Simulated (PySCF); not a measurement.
Species: C5H5N.
Cartesian coordinates in Å at the PBE0-D3(BJ)/def2-SVP level; atoms count from 1:
```xyz
11
C5H5N angstrom
C      2.337    1.206    0.404
N      1.294    0.816    1.004
C      0.333    0.042    0.470
C     -0.167   -1.163    0.202
C     -1.042   -0.039    0.034
C     -2.198    0.549   -0.274
H      3.060    1.829    0.948
H      2.563    0.957   -0.647
H     -0.029   -2.241    0.225
H     -3.046   -0.042   -0.623
H     -2.316    1.630   -0.182
```

Theory: TDDFT wB97X-D/def2-SVPD, vertical, gas phase, core orbitals frozen in the response in PySCF 2.14.0, density-fitted response routines.

Transition dipole moments from the ground state, in atomic units and in the frame of the coordinates above (overall signs are arbitrary), for the states with f of 0.002 or more among the lowest 7:

```
state  E (eV)      μx      μy      μz
   S1   3.824   0.409   0.204   0.044
   S2   4.843  -0.102  -0.458  -0.085
   S3   5.460   0.144  -0.100  -0.010
   S4   5.839  -0.308   0.279  -0.255
   S5   6.577   0.764   0.348   0.057
   S6   6.735  -1.444   0.309   0.122
   S7   6.838   0.419  -0.146   0.395
```

(1) What oscillator strength does each state have?

(2) What angle do the transition dipoles of S1 and S7 make?

(3) How is the summed strength of these states shared among x, y and z?

(4) What peak molar absorption coefficient would the strongest computed level give as a lone Gaussian band 0.3 eV wide at half height?

Answers

(1) f = (2/3) ΔE |μ|² with ΔE in hartree (27.2114 eV).

| state | \|μ\|² (au) | \|μ\| (D) | f |
| --- | --- | --- | --- |
| S1 | 0.211 | 1.17 | 0.020 |
| S2 | 0.227 | 1.21 | 0.027 |
| S3 | 0.031 | 0.45 | 0.004 |
| S4 | 0.237 | 1.24 | 0.034 |
| S5 | 0.708 | 2.14 | 0.114 |
| S6 | 2.196 | 3.77 | 0.362 |
| S7 | 0.353 | 1.51 | 0.059 |

(2) |cos θ| = |μa·μb| / (|μa| |μb|) = 0.58, so θ ≈ 54° (taken between 0 and 90°, since the signs are arbitrary).

(3) (2/3) Σ ΔE μα² gives 0.501 for x, 0.080 for y and 0.039 for z, 0.620 in all.

(4) ε(max) = 2.175×10⁸ f / FWHM, with the width in cm⁻¹. S6: 2.175×10⁸ × 0.3624 / 2420 ≈ 33000 L mol⁻¹ cm⁻¹.

The vertical ionisation energy (ΔSCF) is 7.67 eV, 0.83 eV above S7.

One conformer stands for the species.
